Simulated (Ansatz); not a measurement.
# BH3O: the cost of one run

Method: PBE0-D4/def2-TZVP structures, single points in def2-TZVPP, no counterpoise correction; program: Ansatz 0.2.0, Gaussian basis.

Levels: SPW92, PBE-D4, BLYP-D4, r2SCAN-D4, B97M-V, PBE0-D4, B3LYP-D4, r2SCAN0-D4, BHLYP-D4, CAM-B3LYP-D4, wB97X-V, wB97M-V, B2PLYP, PBE-QIDH, RPA on PBE, Hartree-Fock, MP2, CCSD, CCSD(T).

Cores are frozen in the correlated methods. B3LYP uses VWN-RPA correlation. B2PLYP carries no dispersion term here.

94 further runs of the same task are left out: 94 set aside as unsound or not needed.

### 1 The system as given

The complex: 7 atoms, charge 0, spin multiplicity 1.

Atoms are counted from 1 here; the program's logs count them from 0.

Bond lengths: B1–O2 1.357 Å, B1–H3 1.192 Å, B1–H4 1.197 Å, O2–H7 0.961 Å, H5–F6 0.936 Å. Angles: O2–B1–H3 116.5°, O2–B1–H4 119.6°, H3–B1–H4 123.9°, B1–O2–H7 114.9°.

Coordinates:

```mol
BFH4O
  3D, bonds by distance, orders not assigned

  7  5  0  0  0  0  0  0  0  0999 V2000
   -0.9716    0.4949   -0.2710 B   0  0
    0.2714    0.3019    0.2384 O   0  0
   -1.4574   -0.4267   -0.8503 H   0  0
   -1.5143    1.5514   -0.1227 H   0  0
    1.2377   -1.1142    0.1620 H   0  0
    1.7935   -1.8669    0.1429 F   0  0
    0.6408    1.0597    0.7007 H   0  0
  1  2  8  0
  1  3  8  0
  1  4  8  0
  2  7  8  0
  5  6  8  0
M  END
```

Its parts: BH₃O holds atoms 1, 2, 3, 4, 7; HF holds atoms 5, 6. Each part counts its atoms afresh in its own runs.

### 2 Relaxing BH₃O alone

Contents of relax-a/in.yaml:

```yaml
crystal:
  periodic: [false, false, false]
  atoms:
    - {symbol: B, position_ang: [-0.971614, 0.494878, -0.271015]}
    - {symbol: O, position_ang: [0.271418, 0.301913, 0.238370]}
    - {symbol: H, position_ang: [-1.457424, -0.426659, -0.850313]}
    - {symbol: H, position_ang: [-1.514280, 1.551373, -0.122663]}
    - {symbol: H, position_ang: [0.640798, 1.059682, 0.700652]}
basis:
  gaussian: {orbitals: def2-TZVP}
hamiltonian: {xc: pbe0, dispersion: d4}
relax: {f_tol: 0.005, max_steps: 200}
```

Launch:

```bash
ansatz run in.yaml --threads 2 --pin off --events-out ev --progress --plain --max-ram 4352MiB
```

**Question.** How long does this run take on 2 threads of Arm Neoverse V2, shared host?

About 2.9 s.
